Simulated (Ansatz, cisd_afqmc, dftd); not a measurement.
Barrier from CH3 (SMILES [CH3], doublet) + H2O (SMILES O) to the saddle point below; all geometries are those of the HTBH38 set.
```xyz
7

C     -1.2115     0.0080     0.0004
O      1.2940    -0.1087     0.0001
H      0.0095    -0.1180     0.0028
H     -1.5255    -0.2332     1.0101
H     -1.4307     1.0332    -0.2781
H     -1.5527    -0.7101    -0.7377
H      1.4166     0.8499    -0.0006
```
Charge 0, spin multiplicity 2.

Property: barrier height (electronic, no zero-point energy), in kcal/mol. Radicals and triplets start from unrestricted determinants; spin-orbit coupling is neglected. Cores are frozen in correlated methods. Rows without X2C or -DK are non-relativistic. AFQMC is phaseless with a CISD trial state; ± is one standard error, without the phaseless bias. Outlying blocks are dropped, and bars are widened where a walk drifts. Over all cases where full CI ran beside it in this data, AFQMC minus full CI had a median of +0.1 mEh and passed +0.4 mEh in a tenth of the cases. CBS(X,Y): correlation extrapolated as X^-3, Hartree-Fock from the larger set. A bracket is a step between two methods taken in the basis named. Functionals run without relativity, which enters their misses. 'core' is core correlation in cc-pwCVTZ, 'X2C' scalar relativity in cc-pVTZ-DK, both at CCSD(T). The UHF reference of CH5O (saddle point or complex, doublet) is spin-contaminated (<S^2> up to 0.04 over the pure value in the sets run).

```csv
level,program,barrier height (kcal/mol),difference against the last row
B3LYP-D4/def2-TZVPD,Ansatz + dftd4,12.6,-6.7
PBE0-D3(BJ)/def2-TZVPD,Ansatz + dftd3,13.1,-6.2
PBE0/def2-TZVPD,Ansatz,13.7,-5.6
r2SCANh-D4/def2-TZVPD,Ansatz + dftd4,13.7,-5.6
CAM-B3LYP-D3(BJ)/def2-TZVPD,Ansatz + dftd3,14.4,-4.9
wB97X-V/def2-TZVPD,Ansatz,14.6,-4.7
CCSD/aug-cc-pVTZ,Ansatz,20.4,1.1
CCSDT(Q)/aug-cc-pVDZ,Ansatz,17.9,-1.4
AFQMC/CISD/aug-cc-pVTZ,cisd_afqmc,18.6 ± 0.4,-0.7
"CCSD(T)/CBS(aug-cc-pVTZ,aug-cc-pVQZ) + [AFQMC/CISD - CCSD(T)]/aug-cc-pVTZ + core + X2C",Ansatz + cisd_afqmc,19.5 ± 0.4,0.2
"CCSD(T)/CBS(aug-cc-pVTZ,aug-cc-pVQZ) + [CCSDT(Q) - CCSD(T)]/aug-cc-pVDZ + core + X2C",Ansatz,19.3,0.0
```

Ansatz is a program for electronic structure.
